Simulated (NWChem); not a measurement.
# C4H6 (1,3-butadiene) at PBE/6-31G(d) (spherical functions)

Aim: the vertical ionisation energy of C4H6 (1,3-butadiene) at PBE/6-31G* (spherical functions), from 2 runs. 

Program for the calculation: NWChem 7.3.0.

## (1) Starting point

C4H6 has 10 atoms, charge 0, and is taken as a singlet. SMILES: `C=CC=C`. The shape is that of a PBE0-D4/def2-TZVP optimisation. This is one conformer, not always the lowest.

Bond lengths: C1–C2 1.332 Å, C2–C3 1.449 Å, C3–C4 1.332 Å, C1–H5 1.085 Å, C1–H6 1.083 Å, C2–H7 1.088 Å, C3–H8 1.088 Å, C4–H9 1.085 Å, C4–H10 1.083 Å. Some angles: C1–C2–C3 124.1°, C2–C3–C4 124.1°, C1–C2–H7 119.5°, C3–C2–H7 116.4°, C2–C1–H5 121.2°, C2–C1–H6 121.7°, C2–C3–H8 116.4°, C4–C3–H8 119.5°, C3–C4–H9 121.2°, C3–C4–H10 121.7°.

## (2) A single-point energy at PBE/6-31G(d) (spherical functions)

job.nw reads:

```
start job
title "C4H6 PBE"
memory total 2200 mb
geometry units angstroms noautosym nocenter noautoz
   C    -1.238700    0.817200   -1.071400
   C    -0.552400    0.453400    0.010700
   C     0.569100   -0.463500   -0.010200
   C     1.255300   -0.827500    1.072000
   H    -0.984700    0.433100   -2.054200
   H    -2.072000    1.506400   -1.011400
   H    -0.830800    0.855200    0.982800
   H     0.847600   -0.865200   -0.982300
   H     1.001000   -0.443600    2.054900
   H     2.088600   -1.516600    1.012000
end
basis "ao basis" spherical bse
   * library 6-31G*
end
dft
   xc xpbe96 cpbe96
   grid fine
   convergence energy 1e-08
   iterations 100
   mulliken
   print low
end
task dft energy
```

Launch:

```sh
$ nwchem job.nw > job.out
```

Output:

```text
[...]
 d= 0,ls=0.0,diis     1   -155.7286674421 -2.60D+02  8.15D-03  3.27D-01     1.9
[...]
 d= 0,ls=0.0,diis     8   -155.7624382914  8.76D-10  1.78D-06  2.64D-08    12.0
         Total DFT energy =     -155.762438291400
      One electron energy =     -414.355251945217
           Coulomb energy =      178.145723600680
    Exchange-Corr. energy =      -23.693922518647
 Nuclear repulsion energy =      104.141012571784
[...]
      Total Density - Mulliken Population Analysis
     ---------------------------------------------
    Atom       Charge   Shell Charges
 -----------   ------   -------------------------------------------------------
    1 C    6     6.37   2.00  0.69  2.06  0.60  1.00  0.03
    2 C    6     6.06   2.00  0.69  2.07  0.48  0.79  0.03
    3 C    6     6.06   2.00  0.69  2.07  0.48  0.79  0.03
    4 C    6     6.37   2.00  0.69  2.06  0.60  1.00  0.03
    5 H    1     0.85   0.53  0.32
    6 H    1     0.85   0.53  0.32
    7 H    1     0.87   0.53  0.34
    8 H    1     0.87   0.53  0.34
    9 H    1     0.85   0.53  0.32
   10 H    1     0.85   0.53  0.32
[...]
```

Run time: 13 s. Hardware: 1 thread of Intel Xeon Platinum 8259CL at 2.50GHz (Skylake/Cascade Lake), shared host; peak memory 0.12 GiB.

## (3) The doublet cation, same level

c4h6.nw reads:

```
start c4h6
title "C4H6 PBE"
memory stack 880 mb heap 220 mb global 1100 mb
charge 1

geometry units angstroms noautosym nocenter noautoz
 C       -1.238700       0.817200      -1.071400
 C       -0.552400       0.453400       0.010700
 C        0.569100      -0.463500      -0.010200
 C        1.255300      -0.827500       1.072000
 H       -0.984700       0.433100      -2.054200
 H       -2.072000       1.506400      -1.011400
 H       -0.830800       0.855200       0.982800
 H        0.847600      -0.865200      -0.982300
 H        1.001000      -0.443600       2.054900
 H        2.088600      -1.516600       1.012000
end

basis "ao basis" spherical bse
 C library 6-31G*
 H library 6-31G*
end

dft
 xc xpbe96 cpbe96
 mult 2
 grid fine
 convergence energy 1e-08
 iterations 100
 mulliken
 print low
end

task dft energy
```

Launch:

```sh
$ nwchem c4h6.nw > c4h6.out
```

Output:

```text
[...]
 d= 0,ls=0.0,diis     1   -155.3899562028 -2.60D+02  7.05D-03  1.39D-01     2.6
[...]
 d= 0,ls=0.0,diis    10   -155.4436173457 -4.28D-09  1.45D-06  4.86D-08    22.8
[...]
         Total DFT energy =     -155.443617345666
      One electron energy =     -406.758970706436
           Coulomb energy =      170.567511766387
    Exchange-Corr. energy =      -23.393170977401
 Nuclear repulsion energy =      104.141012571784
[...]
      Total Density - Mulliken Population Analysis
     ---------------------------------------------
    Atom       Charge   Shell Charges
 -----------   ------   -------------------------------------------------------
    1 C    6     6.24   2.00  0.73  2.01  0.65  0.83  0.03
    2 C    6     6.04   2.00  0.71  2.05  0.50  0.74  0.03
    3 C    6     6.04   2.00  0.71  2.05  0.50  0.74  0.03
    4 C    6     6.24   2.00  0.73  2.01  0.65  0.83  0.03
    5 H    1     0.74   0.52  0.22
    6 H    1     0.73   0.51  0.21
    7 H    1     0.76   0.52  0.24
    8 H    1     0.76   0.52  0.24
    9 H    1     0.74   0.52  0.22
   10 H    1     0.73   0.51  0.21
[...]
      <S2> =      0.7573 (Exact =     0.7500)
[...]
```

Run time: 23 s. Hardware: 1 thread of Intel Xeon Platinum 8259CL at 2.50GHz (Skylake/Cascade Lake), shared host; peak memory 0.12 GiB.

## (4) Outcome

At PBE/6-31G* (spherical functions):

| quantity | value |
| --- | --- |
| singlet C4H6: total energy | -155.76244 Eh |
| doublet cation: total energy | -155.44362 Eh |
| doublet cation: ⟨S²⟩ | 0.757 |
| vertical ionisation energy (to the doublet cation) | 8.676 eV |

What this shows: Removing an electron at fixed nuclei costs 8.68 eV (200 kcal/mol). Mulliken charges (singlet C4H6) run from -0.37 on C1 to +0.15 on H5; they depend strongly on the basis.
